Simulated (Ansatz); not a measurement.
Rutile CrO₂: collinear magnetic orders (afm, fm, nm) were started and relaxed in Ansatz (plane waves, PAW, no spin–orbit coupling) with LDA; PBE; PBEsol.

Question: Which order lies lowest at each level, and by how much?

Answer: Energies above the lowest order that was run (meV/atom):

```tsv
level	afm	fm	nm	lowest
LDA	37.7	0.0	38.5	fm
PBE	52.6	0.0	150.2	fm
PBEsol	49.4	0.0	101.5	fm
```

A dash marks an order that was not run or did not survive the relaxation; orders outside this list were not searched, and differences under about 1 meV/atom are too close to call.

Ansatz is an electronic-structure program.
